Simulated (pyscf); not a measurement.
**Four-centre exchange: HB=O (SMILES B=O) + H₂ (SMILES [H][H]) → HB=O (SMILES B=O) + H₂ (SMILES [H][H])**

Gas phase, singlet surface, charge 0. Bonds broken: B1–H3, H4–H5. Bonds formed: B1–H4, H3–H5. Structures and frequencies: ωB97X-D3(BJ)/def2-SVP in PySCF.

Transition state (Å):

```xyz
5

B      0.6360     0.6305    -1.1478
O      1.3520     1.3455    -1.8625
H      0.7785    -0.6656    -0.8148
H     -0.4980     0.9364    -0.4909
H     -0.0911    -0.0955    -0.4226
```

One imaginary mode, 1782i cm⁻¹; descent along it reached the two sides named.

```csv
bond,change,reactant side (Å),saddle,product side
B1–H3,breaks,1.185,1.346,3.8
H4–H5,breaks,0.761,1.111,5.6
B1–H4,forms,3.7,1.346,1.188
H3–H5,forms,5.7,1.111,0.757
```

Electronic energies relative to the separated reactants (kcal/mol):

```csv
level,barrier,reaction energy,reverse barrier
ωB97X-D3(BJ)/def2-TZVP,66.2,0.0,66.2
PBE/def2-TZVP,56.4,0.0,56.4
r²SCAN/def2-TZVP,60.0,0.0,60.0
B3LYP-D3(BJ)/def2-TZVP,64.5,0.0,64.5
PBE0-D3(BJ)/def2-TZVP,59.6,0.0,59.6
M06-2X/def2-TZVP,68.3,0.0,68.3
ωB97M-D3(BJ)/def2-TZVP,66.0,0.0,66.0
HF/def2-TZVP,81.7,0.0,81.7
```

With ωB97M-D3(BJ)/def2-TZVP energies and thermal terms (ideal gas, 1 atm, RRHO with modes under 100 cm⁻¹ raised to 100, one conformer, R ln 2 for chiral ones without a mode under 150 cm⁻¹), in kcal/mol:

```json
[
 {"T (K)": "298", "ΔH‡": "67.1", "ΔG‡": "74.9", "ΔH": "0.0", "ΔG": "0.0"},
 {"T (K)": "600", "ΔH‡": "65.7", "ΔG‡": "83.3", "ΔH": "0.0", "ΔG": "0.0"},
 {"T (K)": "900", "ΔH‡": "65.0", "ΔG‡": "92.3", "ΔH": "0.0", "ΔG": "0.0"},
 {"T (K)": "1200", "ΔH‡": "64.8", "ΔG‡": "101.4", "ΔH": "0.0", "ΔG": "0.0"}
]
```

At the saddle there is also a short B–H contact that neither side keeps. The same reactants have a lower exit, to H₂B–OH (barrier +44.5 kcal/mol at ωB97M-D3(BJ)/def2-TZVP, against +66.0 kcal/mol here). This is the saddle that the search found; another between the same sides may lie lower.
